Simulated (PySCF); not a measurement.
# C3H3N3: excited-state relaxation

Wanted: excited-state relaxation for C3H3N3 (`c1ncncn1`).

Computed with PySCF 2.14.0 and routines of our own; the level stands in each step. Atoms count from 0.

## 1. The system as given

9 atoms, charge 0, multiplicity 1; geometry from: PBE/def2-SVPD.

## 2. Excited-state relaxation: TDA PBE/def2-SVPD

The job: settings as JSON, then the geometry in Å.

```
{"job": {"kind": "xopt", "state": "S1", "method": "TDA", "freq": false, "xc": "PBE", "basis": "def2-SVPD", "grid": 1}, "charge": 0, "multiplicity": 1}
C      1.148548    -0.658669    -0.213389
N      0.079819    -1.469525    -0.187282
C     -1.092928    -0.846894    -0.379670
N     -1.254172     0.469029    -0.585346
C     -0.112233     1.173447    -0.590305
N      1.117567     0.668036    -0.410680
H      2.137800    -1.122619    -0.059342
H     -2.003075    -1.470663    -0.367625
H     -0.191219     2.261469    -0.756437
```

Method: TDA PBE/def2-SVPD excited-state geometry optimisation, gas phase.

The run is started by

```console
$ OMP_NUM_THREADS=1 python excited_run.py task.json out
```

One launch serves the whole session: the jobs run in the order shown.

The program printed:

```text
final grid: 38320 points
cycle   1  E = -279.8105638278  dE =  8.328e-01  |g| = 4.219e-01  |ddm| = 5.347e+00
cycle   2  E = -279.6835234393  dE =  1.270e-01  |g| = 8.574e-01  |ddm| = 3.066e+00
cycle   3  E = -279.8502077069  dE = -1.667e-01  |g| = 7.743e-02  |ddm| = 1.929e+00
cycle   4  E = -279.8516329349  dE = -1.425e-03  |g| = 7.851e-03  |ddm| = 1.342e-01
cycle   5  E = -279.8516461750  dE = -1.324e-05  |g| = 3.761e-03  |ddm| = 2.602e-02
cycle   6  E = -279.8516498685  dE = -3.694e-06  |g| = 5.107e-04  |ddm| = 8.251e-03
cycle   7  E = -279.8516498246  dE =  4.397e-08  |g| = 6.589e-04  |ddm| = 1.878e-03
cycle   8  E = -279.8516499363  dE = -1.117e-07  |g| = 1.901e-05  |ddm| = 1.062e-03
cycle   9  E = -279.8516499364  dE = -8.572e-11  |g| = 8.231e-06  |ddm| = 5.312e-05
converged SCF energy = -279.8516499364

vertical S1 at the ground-state geometry: 3.7549 eV
step    E(state)/Eh    max force   excitation/eV  root
  0    -279.71759499   0.070111     3.5974      1
  1    -279.72830676   0.021889     2.7387      1
  2    -279.73235812   0.016540     2.4300      1
  3    -279.73584182   0.003995     2.4612      1
  4    -279.73593043   0.002161     2.3825      1
  5    -279.73594777   0.000654     2.3936      1
  6    -279.73595109   0.000384     2.3956      1
optimisation converged
vertical emission 2.3956 eV, adiabatic 3.1483 eV, Stokes shift 1.3593 eV, reorganisation 0.6066 (excited) and 0.7528 eV (ground)
in toluene: absorption 3.8198 eV (f = 0.0000, root 1), emission 2.4574 eV (f = 0.0000, root 1)
in dichloromethane: absorption 3.8765 eV (f = 0.0000, root 1), emission 2.5112 eV (f = 0.0000, root 1)
```

It took 88 s on 1 thread of Arm Neoverse V1, shared host; peak memory 0.62 GiB.

From this job:

| quantity | value |
| --- | --- |
| vertical absorption, S1 | 3.75 eV |
| adiabatic energy, S1 | 3.15 eV |
| vertical emission, S1 | 2.40 eV |
| Stokes shift, S1 | 1.36 eV |
| geometry moved (RMSD), S1 | 0.085 Å |

Bonds of the start that changed most:

```
 bond  start (Å)  end (Å)
N5–C0      1.342    1.380
C0–N1      1.342    1.304
N3–C4      1.342    1.304
C4–N5      1.342    1.378
C2–N3      1.342    1.370
N1–C2      1.342    1.367
```

## 3. Excited-state relaxation: UKS PBE/def2-SVPD

The job, as its differences from that of step 2:

```diff
@@ -1,2 +1,2 @@
-{"job": {"kind": "xopt", "state": "S1", "method": "TDA", "freq": false, "xc": "PBE", "basis": "def2-SVPD", "grid": 1}, "charge": 0, "multiplicity": 1}
+{"job": {"kind": "xopt", "state": "T1", "method": "UKS", "freq": false, "xc": "PBE", "basis": "def2-SVPD", "grid": 1}, "charge": 0, "multiplicity": 1}
 C      1.148548    -0.658669    -0.213389
```

Method: UKS PBE/def2-SVPD excited-state geometry optimisation, gas phase.

The program printed:

```text
final grid: 38320 points
cycle   1  E = -279.8105638278  dE =  8.328e-01  |g| = 4.219e-01  |ddm| = 5.347e+00
cycle   2  E = -279.6835234393  dE =  1.270e-01  |g| = 8.574e-01  |ddm| = 3.066e+00
cycle   3  E = -279.8502077069  dE = -1.667e-01  |g| = 7.743e-02  |ddm| = 1.929e+00
cycle   4  E = -279.8516329349  dE = -1.425e-03  |g| = 7.851e-03  |ddm| = 1.342e-01
cycle   5  E = -279.8516461750  dE = -1.324e-05  |g| = 3.761e-03  |ddm| = 2.602e-02
cycle   6  E = -279.8516498685  dE = -3.694e-06  |g| = 5.107e-04  |ddm| = 8.251e-03
cycle   7  E = -279.8516498246  dE =  4.397e-08  |g| = 6.589e-04  |ddm| = 1.878e-03
cycle   8  E = -279.8516499363  dE = -1.117e-07  |g| = 1.901e-05  |ddm| = 1.062e-03
cycle   9  E = -279.8516499364  dE = -8.572e-11  |g| = 8.231e-06  |ddm| = 5.312e-05
converged SCF energy = -279.8516499364

vertical T1 at the ground-state geometry: 3.7016 eV
step    E(state)/Eh    max force   <S^2>
  0    -279.71785595   0.057257    2.0057
  1    -279.72919713   0.021391    2.0062
  2    -279.73390832   0.013439    2.0065
  3    -279.73479209   0.008642    2.0068
  4    -279.73525697   0.004627    2.0069
  5    -279.73535620   0.002878    2.0070
  6    -279.73540052   0.001782    2.0070
  7    -279.73543895   0.001110    2.0070
  8    -279.73548795   0.001792    2.0069
  9    -279.73552404   0.001199    2.0069
 10    -279.73556119   0.000831    2.0069
 11    -279.73556817   0.000567    2.0069
 12    -279.73557094   0.000343    2.0069
optimisation converged
vertical emission 2.4812 eV, adiabatic 3.1587 eV, Stokes shift 1.2204 eV, reorganisation 0.5430 (excited) and 0.6775 eV (ground)
```

Run time: 5.8 min. Hardware: 1 thread of Arm Neoverse V1, shared host; peak memory 0.7 GiB.

Warnings kept with the result: 2 SCF or response steps did not converge.

Key values:

| quantity | value |
| --- | --- |
| vertical gap at the ground-state geometry, T1 | 3.70 eV |
| adiabatic energy, T1 | 3.16 eV |
| vertical gap at the relaxed geometry, T1 | 2.48 eV |
| difference of the two gaps, T1 | 1.22 eV |
| geometry moved (RMSD), T1 | 0.071 Å |

Bonds of the start that changed most:

```csv
bond,start (Å),end (Å)
C2–N3,1.342,1.415
N5–C0,1.342,1.414
C0–N1,1.342,1.316
N1–C2,1.342,1.316
N3–C4,1.342,1.324
C4–N5,1.342,1.325
```

## 4. Summary of results

| quantity | value |
| --- | --- |
| vertical absorption, S1 (step 2, TDA PBE/def2-SVPD) | 3.75 eV |
| adiabatic energy, S1 (step 2, TDA PBE/def2-SVPD) | 3.15 eV |
| vertical emission, S1 (step 2, TDA PBE/def2-SVPD) | 2.40 eV |
| Stokes shift, S1 (step 2, TDA PBE/def2-SVPD) | 1.36 eV |
| vertical gap at the ground-state geometry, T1 (step 3, UKS PBE/def2-SVPD) | 3.70 eV |
| adiabatic energy, T1 (step 3, UKS PBE/def2-SVPD) | 3.16 eV |
| vertical gap at the relaxed geometry, T1 (step 3, UKS PBE/def2-SVPD) | 2.48 eV |
| difference of the two gaps, T1 (step 3, UKS PBE/def2-SVPD) | 1.22 eV |

**Reading.** Where no frequencies were run, the relaxed excited state may be a saddle. In step 2 (excited-state relaxation), among the bonds N5–C0 changes most, from 1.342 to 1.380 Å. In step 3 (excited-state relaxation), among the bonds C2–N3 changes most, from 1.342 to 1.415 Å. ΔSCF (UKS) and response values aren't on one footing and may follow different states, so their differences aren't method errors alone, and singlets and triplets from the two don't rank.
